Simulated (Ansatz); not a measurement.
# COSi: the cost of one run

The runs use Ansatz 0.2.0, Gaussian basis; def2-QZVPP, core rule «outside noble gas», up to 7 orbitals frozen.

Plan: UHF; ROHF; CCSD(T) on UHF.

2 further runs of the same task are left out: 2 set aside as unsound or not needed.

## (1) The system

The geometry is a PBE0/def2-TZVP stationary point (not a proven minimum).

3 atoms, charge 0, spin multiplicity 3.

Atoms are counted from 1 here; the program's logs count them from 0.

Bond lengths: O1–C2 1.153 Å, C2–Si3 1.807 Å. Angles: O1–C2–Si3 180.0°.

## (2) UHF

Input file in.yaml:

```yaml
crystal:
  periodic: [false, false, false]
  atoms:
    - {symbol: O, position_ang: [0.000000, 0.000000, -1.370973]}
    - {symbol: C, position_ang: [0.000000, 0.000000, -0.218248]}
    - {symbol: Si, position_ang: [0.000000, 0.000000, 1.589221]}
basis:
  gaussian: {orbitals: "def2-QZVPP.json"}
magnetization: {spin_polarized: true, initial_magnetization: 2}
hamiltonian: {xc: hf}
output: {orbitals: {seedname: orbitals}}
```

Command:

```console
> ansatz run in.yaml --threads 1 --pin off --events-out ev --progress --plain --max-ram 2393MiB
```

**Question.** How long does this run take on 1 thread of Intel Xeon Platinum 8259CL at 2.50GHz, shared host, and how much memory does it need?

About 14 s, with a peak of 0.33 GiB.
